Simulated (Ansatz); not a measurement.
This script drives Ansatz 0.2.0 through its Python package.

The script, `ch5si_freq.py`:
```python
# -*- coding: utf-8 -*-
import ansatz as az
from ase import Atoms
from ase.thermochemistry import IdealGasThermo
import numpy as np

params = {
    "basis_set": "def2-SVP",
    "level": "MP2",
}

geometry_ang = [
    ("C", (-0.15, -1.1281, 0.046)),
    ("Si", (0.1125, 0.6903, -0.0291)),
    ("H", (-1.2065, -1.4388, 0.3185)),
    ("H", (0.6662, -1.762, -0.2283)),
    ("H", (-0.2104, 1.2077, -1.3936)),
    ("H", (-0.723, 1.4019, 0.977)),
    ("H", (1.5725, 0.9611, 0.2638)),
]
geometry = az.Crystal.molecule()
for symbol, xyz in geometry_ang:
    geometry = geometry.atom(symbol, xyz)

setup = (
    geometry.calculation()
    .basis(gaussian=params["basis_set"])
    .correlation(params["level"])
    .spin("collinear", total=1)
)
symbols = [site.symbol for site in geometry.cartesian_sites]
start = np.array([site.position_ang for site in geometry.cartesian_sites], dtype=float)
data = setup.relax(force_tolerance=0.003).run(threads=1, pin="off").report
end = np.array(data["positions_ang"])

print("final positions (A) and the move of each atom")
for symbol, xyz, old in zip(symbols, end, start):
    print(f"{symbol:2s} {xyz[0]:10.5f} {xyz[1]:10.5f} {xyz[2]:10.5f}   {np.linalg.norm(xyz - old):7.4f}")

minimum = az.Crystal.molecule()
for symbol, xyz in zip(symbols, end):
    minimum = minimum.atom(symbol, xyz.tolist())
vibrating = (
    minimum.calculation()
    .basis(gaussian=params["basis_set"])
    .correlation(params["level"])
    .spin("collinear", total=1)
    .phonons(temperatures=(100, 500, 100))
)
vib = vibrating.run(threads=1, pin="off").report["vibrations"]
sums = vib["harmonic_sums"]
modes = [m["omega_inv_cm"] for m in sums["modes_at_gamma"] if m["rigid_motion"] == "no"]
print("frequencies (1/cm):", " ".join(f"{w:.0f}" for w in modes))
print("imaginary modes:", sum(w < 0 for w in modes), " zero-point energy:", round(sums["zero_point_energy_ev"], 4), "eV")
gas = IdealGasThermo(vib_energies=[w / 8065.544 for w in modes if w > 0], geometry="linear" if len(modes) == 3 * len(symbols) - 5 else "nonlinear",
                     atoms=Atoms(symbols, positions=end), symmetrynumber=1, spin=0.5)
print(f"H(298 K) - E = {gas.get_enthalpy(298.15, verbose=False):.4f} eV")
print(f"S(298 K, 1 bar) = {96485.33 * gas.get_entropy(298.15, 1e5, verbose=False):.1f} J/(mol K) with symmetry number 1")
```

It is started by `python ch5si_freq.py`. How long does it take on 1 thread of AMD EPYC 9R45 96-Core Processor (Zen 5), with other jobs on the host, and how much memory does it need?

It took about 23 s, with a peak of 0.26 GiB, for 2 runs of the engine.

Output of `python ch5si_freq.py`:
```text
final positions (A) and the move of each atom
C    -0.17242   -1.11060    0.05276    0.0292
Si    0.13313    0.71989   -0.03180    0.0362
H    -1.14761   -1.53326    0.30526    0.1121
H     0.59228   -1.84769   -0.20263    0.1160
H    -0.19083    1.26574   -1.37613    0.0637
H    -0.71332    1.42583    0.96047    0.0307
H     1.56007    1.01220    0.24637    0.0554
frequencies (1/cm): 58 504 530 674 769 863 979 987 995 1426 2282 2308 2309 3215 3330
imaginary modes: 0  zero-point energy: 1.3162 eV
H(298 K) - E = 1.4635 eV
S(298 K, 1 bar) = 278.8 J/(mol K) with symmetry number 1
```

What to keep in mind:
- These settings explore the input space; basis and method may be short of convergence.
- The frequencies are harmonic and unscaled, in a modest basis. The result belongs to the one conformer reached from this start, and soft torsions count as harmonic oscillators.
- The species is open-shell (spin multiplicity 2).
- The entropy takes a symmetry number of 1; a symmetric molecule's is lower by R ln(sigma).

(A comment or docstring line of the script was reworded after the run, the code is as it ran; lines on the test bed's own set-up are left out of the output.)
